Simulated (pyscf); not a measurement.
## Addition across a multiple bond or ene-type step: `[O]=[Ta]([OH])([OH])[OH]` + `[FH]` → `[OH][Ta]([OH])([OH])([OH])[F]`

Gas phase, singlet surface, charge 0. Bonds broken: F9–H10. Bonds formed: O1–H10, Ta2–F9. PySCF, gas phase, ωB97X-D3(BJ)/def2-SVP geometries.

Transition state (Å):

```xyz
10

O      0.2092    -0.4885     1.2001
Ta    -0.9705    -0.2251    -0.1377
O     -0.2499    -0.4819    -1.8785
O     -2.0600     1.3181     0.0766
O     -2.2097    -1.6231     0.0020
H      0.5781    -0.1687    -2.2574
H     -1.8216     2.2151     0.3329
H     -2.5643    -2.4129     0.4118
F      0.7084     1.3461    -0.0317
H      0.7900     0.5664     0.7645
```

One imaginary mode, 735i cm⁻¹; descent along it reached the two sides named, in the forms told below.

```json
[
 {"bond": "F9–H10", "change": "breaks", "reactant side (Å)": "0.956", "saddle": "1.117", "product side": "2.544"},
 {"bond": "O1–H10", "change": "forms", "reactant side (Å)": "1.672", "saddle": "1.281", "product side": "0.964"},
 {"bond": "Ta2–F9", "change": "forms", "reactant side (Å)": "2.8", "saddle": "2.302", "product side": "1.940"}
]
```

Electronic energies relative to the separated reactants (kcal/mol):

```json
[
 {"level": "ωB97X-D3(BJ)/def2-TZVP", "barrier": "-6.0", "reaction energy": "-33.7", "reverse barrier": "27.7"},
 {"level": "PBE/def2-TZVP", "barrier": "-6.6", "reaction energy": "-28.8", "reverse barrier": "22.3"},
 {"level": "r²SCAN/def2-TZVP", "barrier": "-8.9", "reaction energy": "-34.4", "reverse barrier": "25.5"},
 {"level": "B3LYP-D3(BJ)/def2-TZVP", "barrier": "-5.1", "reaction energy": "-31.7", "reverse barrier": "26.6"},
 {"level": "PBE0-D3(BJ)/def2-TZVP", "barrier": "-6.3", "reaction energy": "-31.8", "reverse barrier": "25.5"},
 {"level": "M06-2X/def2-TZVP", "barrier": "-6.8", "reaction energy": "-34.0", "reverse barrier": "27.3"},
 {"level": "ωB97M-D3(BJ)/def2-TZVP", "barrier": "-4.9", "reaction energy": "-32.3", "reverse barrier": "27.4"},
 {"level": "HF/def2-TZVP", "barrier": "4.0", "reaction energy": "-35.4", "reverse barrier": "39.4"}
]
```

With ωB97M-D3(BJ)/def2-TZVP energies and thermal terms (ideal gas, 1 atm, RRHO with modes under 100 cm⁻¹ raised to 100, one conformer, R ln 2 for chiral ones without a mode under 150 cm⁻¹), in kcal/mol:

```json
[
 {"T (K)": "298", "ΔH‡": "-6.3", "ΔG‡": "3.1", "ΔH": "-30.8", "ΔG": "-20.9"},
 {"T (K)": "600", "ΔH‡": "-6.6", "ΔG‡": "12.8", "ΔH": "-30.4", "ΔG": "-11.0"},
 {"T (K)": "900", "ΔH‡": "-6.3", "ΔG‡": "22.4", "ΔH": "-29.6", "ΔG": "-1.4"},
 {"T (K)": "1200", "ΔH‡": "-5.9", "ΔG‡": "31.9", "ΔH": "-28.8", "ΔG": "+7.9"}
]
```

On the reactant side the descent ends in a bound adduct, 10.2 kcal/mol under the separated species and 4.2 kcal/mol under the saddle at ωB97X-D3(BJ)/def2-TZVP. At ωB97X-D3(BJ), PBE, r²SCAN, B3LYP-D3(BJ), PBE0-D3(BJ), M06-2X, ωB97M-D3(BJ) the saddle lies under the separated reactants, which points to a path from their complex (located at ωB97X-D3(BJ) alone). One saddle was located; it need not be the lowest between these sides. Elements past Kr carry the def2 core potentials, without spin-orbit coupling.
